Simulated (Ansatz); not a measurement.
`CC(C)(F)F` → `C[C](F)F`• + `[CH3]`•  (homolysis of the C–C bond)

Isolated molecules relaxed with PBE0-D4/def2-TZVP in Ansatz; ΔE leaves out vibrations. CCSD(T)/CBS adds triple-zeta CCSD(T) − MP2 to the extrapolated MP2 energy (def2 sets, frozen cores). This one scheme is used for every species. No spin–orbit coupling; open shells (•) take unrestricted orbitals.

`CC(C)(F)F`:

Cartesian coordinates in Å:
```
C -0.604 -1.133 -0.221
C -0.392 0.351 -0.093
C 0.989 0.787 0.313
F -0.705 0.944 -1.288
F -1.293 0.847 0.812
H -1.635 -1.324 -0.518
H -0.409 -1.622 0.733
H 0.068 -1.542 -0.976
H 1.241 0.370 1.289
H 1.020 1.876 0.371
H 1.720 0.447 -0.421
```

`C[C](F)F`•:

```xyz
7

C    -0.635    0.049    0.153
C     0.837   -0.108    0.136
F     1.292   -1.174   -0.518
F     1.524    0.969   -0.236
H    -0.908    0.893    0.784
H    -1.097   -0.857    0.545
H    -1.014    0.228   -0.862
```

`[CH3]`•:

Z-matrix (Å, degrees):
```
C
H 1 1.080
H 1 1.080 2 120.0
H 1 1.080 2 120.0 3 180.0
```

```json
{"species": "`CC(C)(F)F`", "CCSD(T)/CBS(def2) energy (Eh)": "-317.36969"}
{"species": "`C[C](F)F`•", "CCSD(T)/CBS(def2) energy (Eh)": "-277.42516"}
{"species": "`[CH3]`•", "CCSD(T)/CBS(def2) energy (Eh)": "-39.78218"}
```

Work out ΔE.

ΔE = (-277.42516) + (-39.78218) − (-317.36969) = 0.16235 Eh = +4.42 eV.

Largest T1 diagnostic among the species: 0.014.

Leaving LDA and LC-ωPBE aside and taking each functional with its dispersion term where it has one, the values, not all of them listed here, spread over 0.42 eV, from r2SCAN0-D4 to ωB97M-V. LDA lies +0.82 eV from PBE without D4, its usual overbinding. The D4 term adds +0.11 eV with B3LYP and +0.06 eV with PBE0; it sums over pairs of atoms, weighted by their polarisabilities, and B3LYP, whose exchange is more repulsive, gets the larger term. From BLYP to BHLYP (50 % exact exchange), in def2-TZVPP and without D4, ΔE moves by +0.13 eV.

B3LYP here is the variant with VWN-RPA as its local correlation; programs differ in this.
